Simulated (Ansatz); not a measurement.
Total energies of C2H2FNO2, SMILES `OC1(O)N=C1F`.

```xyz
8

O    -0.305    0.738   -1.164
C     0.011   -0.145   -0.166
O     0.267   -1.365   -0.685
N    -0.776   -0.037    1.149
C     0.449    0.203    1.132
F     1.357    0.561    1.999
H    -0.746    1.500   -0.776
H    -0.256   -1.456   -1.490
```

Charge 0, multiplicity 1. All single points use the PBE0-D4/def2-TZVP geometry. It is one conformer, not always the lowest. Basis def2-TZVPP, Ansatz 0.2.0.

RPA on PBE orbitals: Hartree–Fock energy of these orbitals -380.51673 Eh, correlation -1.84290 Eh (frozen core).

```
             functional  energy without D4 (Eh)  D4 term (kJ/mol)
            LDA (SPW92)              -379.72708                 –
                    PBE              -382.14799             -13.9
                 revPBE              -382.43127             -50.5
                   BLYP              -382.47878             -31.8
                 r2SCAN              -382.35833              -3.4
                 B97M-V              -382.45274                 –
                   PBE0              -382.14038             -11.5
                  B3LYP              -382.53711             -22.3
                r2SCANh              -382.33387              -3.5
                r2SCAN0              -382.29879              -3.9
HSE06 (plane-wave form)              -382.12357             -10.5
                  BHLYP              -382.34437             -15.0
              CAM-B3LYP              -382.40941             -11.4
                LC-ωPBE              -382.31057                 –
                ωB97X-V              -382.41801                 –
                ωB97M-V              -382.44173                 –
                 B2PLYP              -382.28839                 –
               PBE-QIDH              -382.08088                 –
```

B3LYP takes the VWN-RPA correlation (the form of Gaussian; ORCA's B3LYP/G). HSE06 is the plane-wave form, built on full-range PBE exchange. The double hybrids freeze the cores in their second-order part.

LC-ωPBE has ω = 0.4 bohr⁻¹.
